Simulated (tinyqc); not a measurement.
UHF in the sto-3g basis, for CH2, spin multiplicity 3, step by step (part 3 of 3). Computed by tinyqc, a small Python program that keeps every step (integrals from PySCF). Command: `OMP_NUM_THREADS=1 python tinyqc.py 21738 21739 out.jsonl` (the two numbers bound the seeds that draw the settings). One thread of a shared host (Intel(R) Xeon(R) Processor @ 2.60GHz), about 0.1 s of CPU time with the checks.

Geometry (angstrom):
```
atom         x          y         z
C     0.000000   0.000000  0.000000
H     0.000000   1.083000  0.711000
H     0.000000  -1.083000  0.711000
```

## Populations, bond orders and dipole

D(alpha) after iteration 32:
```
            1C 1s      1C 2s    1C 2px     1C 2py     1C 2pz      2H 1s      3H 1s
1C 1s    1.053577  -0.212791  0.000000   0.000000   0.068393  -0.029801  -0.029801
1C 2s   -0.212791   0.875606  0.000000   0.000001  -0.318099   0.048671   0.048670
1C 2px   0.000000   0.000000  1.000000   0.000000   0.000000   0.000000   0.000000
1C 2py   0.000000   0.000001  0.000000   0.342004   0.000001   0.249730  -0.249730
1C 2pz   0.068393  -0.318099  0.000000   0.000001   0.637416   0.233381   0.233381
2H 1s   -0.029801   0.048671  0.000000   0.249730   0.233381   0.306029  -0.058674
3H 1s   -0.029801   0.048670  0.000000  -0.249730   0.233381  -0.058674   0.306031
```

D(beta) after iteration 32:
```
            1C 1s      1C 2s    1C 2px     1C 2py     1C 2pz      2H 1s      3H 1s
1C 1s    1.025425  -0.093336  0.000000   0.000000  -0.030943  -0.071423  -0.071423
1C 2s   -0.093336   0.372749  0.000000  -0.000001   0.105962   0.210045   0.210046
1C 2px   0.000000   0.000000  0.000000   0.000000   0.000000   0.000000   0.000000
1C 2py   0.000000  -0.000001  0.000000   0.219578   0.000000   0.238031  -0.238030
1C 2pz  -0.030943   0.105962  0.000000   0.000000   0.030141   0.059793   0.059793
2H 1s   -0.071423   0.210045  0.000000   0.238031   0.059793   0.376751  -0.139319
3H 1s   -0.071423   0.210046  0.000000  -0.238030   0.059793  -0.139319   0.376748
```

overlap S:
```
           1C 1s     1C 2s    1C 2px     1C 2py    1C 2pz     2H 1s      3H 1s
1C 1s   1.000000  0.248362  0.000000   0.000000  0.000000  0.038713   0.038713
1C 2s   0.248362  1.000000  0.000000   0.000000  0.000000  0.379657   0.379657
1C 2px  0.000000  0.000000  1.000000   0.000000  0.000000  0.000000   0.000000
1C 2py  0.000000  0.000000  0.000000   1.000000  0.000000  0.326548  -0.326548
1C 2pz  0.000000  0.000000  0.000000   0.000000  1.000000  0.214382   0.214382
2H 1s   0.038713  0.379657  0.000000   0.326548  0.214382  1.000000   0.090220
3H 1s   0.038713  0.379657  0.000000  -0.326548  0.214382  0.090220   1.000000
```

Mulliken: Z minus the diagonal of D S on the atom; Loewdin: the same with S^(1/2) D S^(1/2); Mayer order: 2 sum_s sum (D(s) S)_ij (D(s) S)_ji over the two atoms.

Charges (e):
```
atom   Mulliken    Loewdin  Mulliken spin
1C    -0.037301  -0.007949       2.164130
2H     0.018650   0.003974      -0.082068
3H     0.018650   0.003975      -0.082063
```

Mayer bond orders:
```
pair     order
2-1   0.971427
3-1   0.971427
3-2   0.021490
```

dipole moment about the origin, x y z (debye): 0.000000  0.000000  0.150981

<S^2> of the determinant (pure state: 2) = 2.021793
